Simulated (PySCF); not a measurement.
ethanol (C2H6O), SMILES CCO.

Coordinates come from a B3LYP-D3(BJ)/def2-TZVP optimisation. The values are those of a single conformer.

All values below come from PySCF with PBE/def2-TZVPD.

Computed frontier levels, gap, dipole moment and polarisability:
| Item | Result |
|---|---|
| highest occupied level | -6.25 eV |
| lowest empty level | -0.41 eV |
| orbital gap | 5.84 eV |
| dipole moment | 1.63 D |
| quadrupole, principal values (traceless, Buckingham form, about the centre of nuclear charge) | -4.47, -0.38, 4.85 D·Å |
| mean static polarisability | 35.2 bohr³ (5.21 Å³) |
| polarisability, principal values | 32.2, 35.0, 38.3 bohr³ |
